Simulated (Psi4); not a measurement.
Reaction (SMILES): S (H2S) + H+ → [SH3+]
B3LYP-D3(BJ)/def2-TZVP geometries, fixed; electronic energies without zero-point terms; positive where energy is released.

How fast the proton affinity converges with the basis for several methods (Psi4): deviation from each method's own reference, in kcal/mol. References: HF 176.68 kcal/mol, the value in aug-cc-pV(Q+d)Z; MP2 172.83 kcal/mol, Hartree-Fock in aug-cc-pV(Q+d)Z plus the correlation part extrapolated as X^-3 from aug-cc-pV(T+d)Z and aug-cc-pV(Q+d)Z; PBE 174.99 kcal/mol, the value in aug-cc-pV(Q+d)Z; wB97X-V 175.84 kcal/mol, the value in aug-cc-pV(Q+d)Z. All functions are spherical. Density fitting with the program's default auxiliary sets. In correlated methods cores are frozen. Psi4's default fitting sets serve the pcseg sets less well. No added dispersion term, no relativity. Functionals ending in -V hold VV10 correlation. 

| basis | functions | HF | MP2 | PBE | wB97X-V |
|---|---|---|---|---|---|
| def2-SV(P) | 24 | -5.50 | -1.39 | -2.33 | -3.78 |
| def2-SVP | 33 | -0.94 | 5.55 | 1.23 | 0.09 |
| 6-311G** | 44 | -1.55 | 4.90 | -1.07 | -1.04 |
| 6-311+G** | 48 | -1.62 | 4.88 | -0.92 | -1.17 |
| aug-pcseg-1 | 54 | -1.78 | 1.74 | -1.57 | -1.56 |
| 6-311++G(2d,2p) | 65 | -0.58 | 1.60 | -0.20 | -0.23 |
| cc-pV(T+d)Z | 81 | 0.05 | 1.70 | 0.40 | 0.22 |
| jun-cc-pV(T+d)Z | 90 | -0.22 | 1.07 | -0.17 | -0.19 |
| 6-311++G(3df,3pd) | 101 | -0.21 | 1.57 | -0.19 | -0.19 |
| pcseg-3 | 163 | 0.19 | 1.20 | 0.12 | 0.15 |
| cc-pV(5+d)Z | 265 | 0.12 | 0.45 | 0.19 | 0.19 |
| pcseg-4 | 288 | 0.18 | 0.56 | 0.08 | 0.16 |

Mean absolute deviation over 6-311G**, 6-311+G**, 6-311++G(2d,2p), cc-pV(T+d)Z, jun-cc-pV(T+d)Z, 6-311++G(3df,3pd): PBE 0.49, wB97X-V 0.51, HF 0.70, MP2 2.62 kcal/mol.
